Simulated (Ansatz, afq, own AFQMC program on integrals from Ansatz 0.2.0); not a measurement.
# Where AFQMC and coupled cluster stand for SiH2, triplet

| atom | x (Å) | y (Å) | z (Å) |
| --- | --- | --- | --- |
| Si | 0.0000 | -0.0657 | 0.0000 |
| H | 0.0000 | 0.9155 | -1.6555 |
| H | 0.0000 | 0.9155 | 1.6555 |

Basis cc-pVDZ. Only valence electrons are correlated. Ansatz 0.2.0 and our own AFQMC program on the same integrals; the CISD trial comes from CCSD amplitudes, and released means the phaseless constraint is let go. Uncertainties: one standard error, sampling alone.

Determinant: UHF, the one that the program's search chose, which needn't be the lowest solution. The geometry is a point of a scan.

Full CI on the same integrals is exact in this basis and with this determinant's frozen core.

Cautions: lower spins were not checked; the released energies have errors that jump between times, so the bars are unsure, so no released level is given (meV from the phaseless value at times in 1/Eh: -61 ± 61 at 0.24, -4.1 ± 1.6 at 0.51, -7.5 ± 1.3 at 0.99, -8.2 ± 1.1 at 1.62, -13.0 ± 1.4 at 2.40).

```
T1 diagnostic                               : 0.0337
weight of the determinant in the CISD state : 0.893
⟨S²⟩ of the determinant                     : 2.041
size of the correlated space                : 6 electrons in 23 orbitals
```

Reference: full CI, correlation energy -2.981 eV.

```tsv
level	E − E(reference) (kJ/mol)	share of correlation (%)
HF	287.6	0.00
MP2	92.2	67.94
CCSD	12.8	95.56
CCSD(T)	4.1	98.58
CCSDT	0.4	99.88
CCSDT(Q)	0.0	99.98
CCSDTQ	0.0	100.00
ph-AFQMC/HF	5.7 ± 1.8	98.00
ph-AFQMC/CISD	1.6 ± 0.2	99.43
```

CCSDT and higher add their correlation energy to the determinant of the CCSD(T) run, since their own runs factorise the integrals more tightly (a shift of under 2 meV). A walk keeps the symmetry of its determinant, which the program's search chose and which needn't be the lowest solution, so a lower state of the same spin and another symmetry isn't excluded.
